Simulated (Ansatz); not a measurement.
fcc Ir was calculated with PBEsol in Ansatz (PAW).

A relaxed, unreconstructed slab of the (111) face has 6 atoms, two equal faces of 6.355 Å² each and an energy of -70792.0814 eV. A bulk cell of 3 atoms with the same orientation and in-plane k mesh has -35397.1091 eV. Energies are extrapolated to zero smearing.

Numerical settings: plane-wave cutoff 500 eV, 24×24×1 k mesh (along the axes of the cell as run), Fermi–Dirac smearing 0.1 eV, scalar-relativistic PAW data made under PBE.

Worked out: γ = (E_slab − N E_bulk per atom)/2A = [-70792.0814 − 6 × (-35397.1091/3)]/(2 × 6.355) = 0.1681 eV/Å². With 16.022 J/m² per eV/Å² this is 2.69 J/m², or 1.07 eV per surface cell and face.

Ansatz is a first-principles code.
